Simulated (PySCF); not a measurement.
Species: H2NO (doublet state).
Structure used (GFN2-xTB), in Å, numbered top down from 1:
```xyz
4
H2NO angstrom
N     -0.067    0.005    0.088
O      1.203   -0.056   -0.034
H     -0.605   -0.850   -0.032
H     -0.522    0.905   -0.045
```

As a line formula: `N[O]` (H2NO) [radical].

Computed with UKS B3LYP, pcH-1 on H N O, non-relativistic, mean-field spin-orbit, GIAO in PySCF 2.14.0. Geometry: GFN2-xTB; no solvent, vibrations or thermal averaging. Couplings are sensitive to structure, and on GFN2-xTB geometries they can be far from those on DFT ones.

(1) Break the g tensor into its mass correction, gauge correction and orbital-Zeeman/spin–orbit terms.

(2) At 9.326 GHz, how far is the centre of the isotropic spectrum from where a free electron (g = 2.002319) resonates?

(3) What are the electron Larmor frequencies g μB B/h along the three axes at 330 mT?

(4) In a frozen sample, at which fields do the three g values resonate at 9.5, 34, 94 and 263 GHz (hyperfine left aside), and which band first spreads them over more than twice a line width of 0.3 mT?

Results:

(1) 
```
                    Δg (ppt)      1      2      3
relativistic mass correction  -0.31  -0.31  -0.31
            gauge correction  -0.01   0.05   0.06
   orbital Zeeman/spin–orbit  -0.01   4.13   9.83
                       total  -0.33   3.88   9.58
```

So g = 2.00199, 2.00620, 2.01190 and g_iso = 2.00670; the tensor is rhombic: the two nearest values differ by 42 % of g3 − g1. Axes: g3 points within 3° of the N1–O2 bond.

(2) B = hν/(g μB) with μB/h = 13.99624 MHz/mT gives 332.77 mT for the free electron and 332.05 mT at g_iso, 0.73 mT lower.

(3) 9.2467, 9.2661, 9.2925 GHz for g1, g2 and g3, a range of 45.8 MHz.

(4) 
```json
{"band": "X", "GHz": "9.5", "B(g3) mT": "337.37", "B(g2) mT": "338.33", "B(g1) mT": "339.04", "spread mT": "1.67"}
{"band": "Q", "GHz": "34.0", "B(g3) mT": "1207.43", "B(g2) mT": "1210.86", "B(g1) mT": "1213.40", "spread mT": "5.98"}
{"band": "W", "GHz": "94.0", "B(g3) mT": "3338.18", "B(g2) mT": "3347.67", "B(g1) mT": "3354.70", "spread mT": "16.52"}
{"band": "J", "GHz": "263.0", "B(g3) mT": "9339.81", "B(g2) mT": "9366.36", "B(g1) mT": "9386.03", "spread mT": "46.22"}
```

The spread grows in proportion to the frequency. X band is the first where it exceeds 0.6 mT.

Largest spin populations (Mulliken): O2 (+0.63) and N1 (+0.40).

The HOMO–LUMO gaps are 6.89 eV among the α and 5.48 eV among the β orbitals.

On one thread of an Arm Neoverse V1, on a shared host, this took 3.4 s.
